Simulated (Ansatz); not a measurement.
**PH₄ (doublet): the correlation ladder, aug-cc-pVDZ**

The task here is to estimate one member of a computed series from the others.

Computed with Ansatz 0.2.0, Gaussian basis. Level: aug-cc-pVDZ, core rule «outside noble gas», up to 5 orbitals frozen.

The runs, in order: UHF; CCSD(T) on ROHF; CCSD(T) on UHF; BCCD(T) on ROHF; CISD; CCSDT(Q) on ROHF; CCSDT(Q) on UHF; CASSCF and MRCISD+Q, 9 electrons in 8 orbitals; CASSCF and NEVPT2, 9 electrons in 8 orbitals.

24 further runs of the same task are left out: 4 for a known fault of the program, 7 that didn't finish, 13 set aside as unsound or not needed.

## The system

The geometry is a PBE0/def2-TZVPD stationary point (not a proven minimum) of the parent state, kept for this charge and spin.

5 atoms, charge 0, spin multiplicity 2.

Atoms are counted from 1 here; the program's logs count them from 0.

Bond lengths: P1–H2 1.511 Å, P1–H3 1.454 Å, P1–H4 1.454 Å, P1–H5 1.511 Å. Angles: H2–P1–H3 93.2°, H2–P1–H4 93.2°, H2–P1–H5 169.3°, H3–P1–H4 107.1°, H3–P1–H5 93.2°, H4–P1–H5 93.2°.

Set-up of the first run:

File in.yaml:

```yaml
crystal:
  periodic: [false, false, false]
  atoms:
    - {symbol: P, position_ang: [0.041622, 0.000000, 0.000000]}
    - {symbol: H, position_ang: [0.182325, 0.000000, -1.504740]}
    - {symbol: H, position_ang: [-0.821841, 1.169392, 0.000000]}
    - {symbol: H, position_ang: [-0.821841, -1.169392, 0.000000]}
    - {symbol: H, position_ang: [0.182325, 0.000000, 1.504740]}
basis:
  gaussian: {orbitals: aug-cc-pVDZ}
magnetization: {spin_polarized: true, initial_magnetization: 1}
hamiltonian: {xc: hf}
output: {orbitals: {seedname: orbitals}}
```

On the command line:

```bash
$ ansatz run in.yaml --threads 1 --pin off --events-out ev --progress --plain --max-ram 2393MiB
```

Among the steps run: UHF; CCSD(T) on ROHF; CCSD(T) on UHF; BCCD(T) on ROHF; CISD; CCSDT(Q) on ROHF; CCSDT(Q) on UHF; CASSCF and MRCISD+Q, 9 electrons in 8 orbitals; CASSCF and NEVPT2, 9 electrons in 8 orbitals.

One of the session's tables, all rows but one given; the rest of the session is left out.

```
          method  from UCCSDT(Q) (meV)
            ROHF               +5394.5
             UHF                     ?
            RMP2               +1080.1
            UMP2               +1098.9
            CISD                +497.9
           RCCSD                +176.2
           UCCSD                +171.7
        RCCSD(T)                 +31.0
        UCCSD(T)                 +31.8
         BCCD(T)                 +31.4
          RCCSDT                  +5.6
          UCCSDT                  +5.3
       RCCSDT(Q)                  +0.3
       UCCSDT(Q)                     0
  CASSCF valence               +3853.5
  NEVPT2 valence                +984.8
  MRCISD valence                +259.2
MRCISD+Q valence                 +16.0
```

Estimate the missing values for UHF.

**Answer.** from UCCSDT(Q) (meV): +5199.8. In the column «from UCCSDT(Q) (meV)» it lies between CASSCF valence (+3853.5) and ROHF (+5394.5).

Among the levels timed on like hardware and quicker than the yardstick, those that no quicker one beats, quickest first: UCCSD(T) (1.9 s, +31.8 meV); RCCSD(T) (2.7 s, +31.0 meV); MRCISD+Q valence (4.8 s, +16.0 meV).

Caveats from the session: Of the multireference levels listed MRCISD+Q valence comes nearest in total energy (+16.0 meV), which doesn't show that its space is the better one. Restricted and unrestricted rows rest on different reference determinants; where their highest levels disagree by more than a few hundredths of an eV, they describe different states and don't form one ladder.
